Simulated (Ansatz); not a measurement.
Basis sets over 5 cases of the highest harmonic wavenumber at HF with Ansatz (Al to Cl present), each against its own reference: (a) the value in aug-pcseg-2; (b) the value in aug-pcseg-3; (c) the value in pcseg-3 (pcseg sets are built for DFT). By their distance from other large sets or by the extrapolation step the references are unsure by up to roughly 7 cm⁻¹ and lie short of the limit. Each level at its own minimum, unscaled; unrestricted open shells; no added dispersion term; no relativity. Cartesian d functions in some cases of 6-31G*, 6-31G**, 6-311G**. (X+d) sets on Al to Cl for cc-pVXZ and aug-cc-pVXZ. 

Cases are drawn at random; left out are references unsure by over 17 cm⁻¹, runs with very soft modes, doubtful singlets, and cases whose largest runs show a restricted determinant unstable towards unrestricted orbitals, <S^2> over 0.1 too high or, where CCSD(T) ran, T1 over 0.025 (0.045 for open shells). Sets are drawn from those converged to one state in every case.

Cases (SMILES) and reference values:
- ClF (F-Cl): 918 cm⁻¹ (c)
- [SH] (SH), doublet: 2842 cm⁻¹ (b)
- [CH](Cl)Cl, doublet: 3375 cm⁻¹ (a)
- S (H2S): 2869 cm⁻¹ (c)
- ClO (OH-Cl): 4136 cm⁻¹ (a)

```tsv
basis	functions over def2-SVP (largest species, mean of cases)	mean signed deviation (cm⁻¹)	mean absolute	largest	within 50 cm⁻¹
STO-3G	0.4	257	257	454	1 of 5
6-31G	0.7	-105	135	192	0 of 5
def2-SV(P)	0.9	-32	42	130	4 of 5
6-31G*	1.0	22	48	62	1 of 5
pcseg-1	1.0	11	39	47	5 of 5
6-31G**	1.1	21	23	40	5 of 5
6-311G**	1.4	-5	14	46	5 of 5
def2-SVPD	1.5	4	14	23	5 of 5
aug-pcseg-1	1.6	2	26	35	5 of 5
aug-cc-pVDZ	1.8	-4	6	14	5 of 5
pcseg-2	2.1	-3	4	7	5 of 5
cc-pVTZ	2.3	-5	5	8	5 of 5
def2-TZVPD	2.5	-7	7	27	5 of 5
jun-cc-pV(T+d)Z	2.7	-5	5	9	5 of 5
```

Among the sets for which every case ran a larger relative (same family, alike in diffuse functions, listed or not), the smallest listed that holds all cases within 50 cm⁻¹ together with them is pcseg-1, at 1.0 times the functions of def2-SVP. Inside, though some case ran no larger relative to test it: 6-311G**, pcseg-2, cc-pVTZ, jun-cc-pV(T+d)Z. Largest deviations of relatives not listed, over the cases that ran them: def2-QZVPPD 2, cc-pVQZ 2, aug-cc-pVTZ 13, pcseg-3 0, aug-cc-pVQZ 2, aug-pcseg-3 0, def2-TZVPPD 5, aug-pcseg-2 9 cm⁻¹. A case lies within its reference's uncertainty of the window's edge in STO-3G, 6-31G*, pcseg-1. These figures hold for the cases listed.

Ansatz is a program for electronic structure.
